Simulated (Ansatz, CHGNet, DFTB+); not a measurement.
## How well does each level of theory give the transverse phonon frequency at X of fcc Pd?

Reference value: 155 cm⁻¹ (measured, temperature not stated, not corrected to a static lattice; as tabulated in Savrasov and Savrasov (1996), arXiv:cond-mat/9604124).

Question: Put these levels in order of the transverse phonon frequency at X that they give for fcc Pd, smallest first: CHGNet 0.3.0 (CHGNet), GFN1-xTB (DFTB+), LDA (Ansatz, an electronic-structure program).

Answer: CHGNet 0.3.0 (101 cm⁻¹), GFN1-xTB (129 cm⁻¹), LDA (165 cm⁻¹)

Unless a cell is named, each level is at its own relaxed cell (GFN1-xTB 15.91, CHGNet 0.3.0 15.44, LDA 14.15 Å³/atom).

Differences against the reference: GFN1-xTB -16.8 %, CHGNet 0.3.0 -35 %, LDA +6.5 %.

The measured value isn't corrected to a static lattice, so vibrations enter the comparison.  GFN1-xTB: the method was fitted mainly to molecules. Each level is taken at its own relaxed cell. Ansatz's density-functional and Hartree–Fock values are scalar-relativistic unless marked +SOC, with PAW data made under PBE.

Machine-learned potentials (CHGNet 0.3.0) are trained on DFT data, which may include these solids.

Differences are worked out from the printed values.
